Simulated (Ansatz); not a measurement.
difluoromethane (SMILES FCF) moved off its minimum; all values from Ansatz (a program for electronic structure), cores frozen in correlated methods.
(charge 0, multiplicity 1)
```xyz
5

F     -1.0326    -0.3803    -0.0238
C     -0.1010     0.4835    -0.0322
F      1.2451    -0.1966    -0.1401
H     -0.0101     0.9824     0.9188
H     -0.0011     1.1760    -0.8037
```

Q: Give the forces (eV/Å), the total energy and the dipole at CCSD(T)/aug-cc-pVTZ.

A: 
```tsv
atom	Fx	Fy	Fz
F1	-2.025	-1.837	-0.660
C2	5.470	0.216	1.878
F3	-2.460	0.726	0.157
H4	-0.188	0.115	0.504
H5	-0.797	0.780	-1.878
```
Energy -238.7009 hartree, dipole 2.33 D.
